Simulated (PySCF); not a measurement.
One of the candidates below gave these computed data.

All candidates are C4H7F.

| technique | computed result |
| --- | --- |
| NMR, other nuclei | isotropic shieldings of nuclei other than C and H, by class: 426 (1 F) ppm [GIAO PBE0/pcSseg-1] |
| Triplet | lowest triplet excitation (Tamm–Dancoff): 4.48 eV [TDA CAM-B3LYP/def2-SVPD] |
| UV, strongest line | among the 8 lowest singlet transitions: S2 at 7.44 eV (167 nm, f = 0.443) [TDDFT CAM-B3LYP/def2-SVPD] |
| 13C NMR | chemical shifts (computed TMS as zero) by class: 148.8 (1 C), 114.8 (1 C), 88.5 (1 C), 20.6 (1 C) ppm [GIAO PBE0/pcSseg-1] |
| Rotational structure | rotational constants A, B, C: 9.123, 3.679, 2.711 GHz [GFN2-xTB] |
| Couplings | largest of the computed one-bond spin–spin couplings (means over like bonds): 19F–13C -231.0, 13C–1H +165.8, 13C–1H +163.9, 13C–1H +152.9 (×2), 13C–1H +132.8 (×3), 13C–13C +83.0, 13C–13C +46.2, 13C–13C +43.0 Hz [B3LYP/pcJ-1, spin–dipole term left out for some pairs] |
| Polarisability | 50.8 au [CAM-B3LYP/def2-SVPD] |

Electronic properties: PySCF, gas phase, density fitting. Levels stand in brackets. One conformer (not necessarily the lowest) at the GFN2-xTB geometry, without solvent, vibrations or thermal averaging. NMR classes are plain means over equivalent atoms (diastereotopic ones count apart unless rotation or inversion swaps them), as if these changed places fast.

Question: Which candidate is it?
A. `CC/C=C\F`
B. `C=C(C)CF`
C. `C=CCCF`
D. `C=C[C@H](C)F`

Answer: B. It is `C=C(C)CF`. Numbering: `[CH2:1]=[C:2]([CH3:3])[CH2:4][F:5]`. Its formula, C4H7F, gives 1 degree of unsaturation: 0 rings and 1 π bond in the structure found. 4 carbons fall into 4 classes; from least to most shielded: fully substituted alkene carbon [C2] (148.8 ppm), terminal =CH2 carbon [C1] (114.8 ppm), sp3 C–F carbon [C4] (88.5 ppm), allylic carbon [C3] (20.6 ppm). The other shieldings belong to: 426 ppm, alkyl fluorine [F5]. The couplings run between: -231.0 Hz, alkyl fluorine [F5] and sp3 C–F carbon [C4]; +165.8 Hz, terminal =CH2 carbon [C1] and its hydrogen; +163.9 Hz, terminal =CH2 carbon [C1] and its hydrogen; +152.9 Hz, sp3 C–F carbon [C4] and its hydrogen (with 1 like pair); +132.8 Hz, allylic carbon [C3] and its hydrogen (with 2 like pairs); +83.0 Hz, terminal =CH2 carbon [C1] and fully substituted alkene carbon [C2]; +46.2 Hz, fully substituted alkene carbon [C2] and sp3 C–F carbon [C4]; +43.0 Hz, fully substituted alkene carbon [C2] and allylic carbon [C3]. The optimised geometry has point group Cs and is an asymmetric top.

The others, at the same levels:
- `C=CCCF` fails: its computed 13C shifts are 145.3 (1 C), 122.4 (1 C), 88.0 (1 C), 42.2 (1 C) ppm, rotational constant A is 13.375 GHz (against 9.123 GHz) and smallest rotational constant is 2.421 GHz (against 2.711 GHz).
- `C=C[C@H](C)F` fails: its computed 13C shifts are 147.2 (1 C), 119.0 (1 C), 93.0 (1 C), 24.6 (1 C) ppm, rotational constant A is 7.992 GHz (against 9.123 GHz) and smallest rotational constant is 3.087 GHz (against 2.711 GHz).
- `CC/C=C\F` fails: its computed 13C shifts are 157.0 (1 C), 120.9 (1 C), 21.2 (1 C), 17.3 (1 C) ppm, rotational constant A is 12.096 GHz (against 9.123 GHz) and smallest rotational constant is 2.473 GHz (against 2.711 GHz).

Each candidate is one conformer, not necessarily the lowest. The conformers computed, where there is a choice (atom-mapped SMILES and torsion angles):
- `[CH2:1]=[C:2]([CH3:3])[CH2:4][F:5]`: C1–C2–C4–F5 0°
- `[CH2:1]=[CH:2][CH2:3][CH2:4][F:5]`: C1–C2–C3–C4 121°, C2–C3–C4–F5 66°
- `[CH2:1]=[CH:2][C@H:3]([CH3:4])[F:5]`: C1–C2–C3–C4 115°
- `[CH3:1][CH2:2]/[CH:3]=[CH:4]\[F:5]`: C1–C2–C3–C4 120°

One-bond C–F couplings are unscaled; at this level they come out some 30 % too large in size.
